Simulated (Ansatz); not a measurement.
**Chromium, bcc: convergence with Methfessel-Paxton smearing**

Computed with Ansatz, PBE, scalar-relativistic PAW, on the relaxed cell (a = 2.848 Å; non-magnetic). Errors count from a run at 420 eV on a Γ-centred 25×25×25 mesh with Fermi-Dirac smearing of 0.05 eV, extrapolated to zero width. Fixed here: cutoff 420 eV, mesh 15×15×15.

```csv
width (eV),E(σ→0) error (meV/atom),F error (meV/atom),P (GPa),SCF iterations
0.01,6.4,6.4,-0.15,15
0.03,6.4,6.4,-0.16,17
0.1,6.0,5.7,-0.10,15
0.2,5.1,4.4,-0.02,15
0.3,3.9,3.3,0.00,14
1.0,13.1,53.4,-2.24,14
```

Task: What does the run at 0.6 give (width)?

Result: E(σ→0) error (meV/atom): 0.7; F error (meV/atom): 8.7; P (GPa): -0.47; SCF iterations: 14.
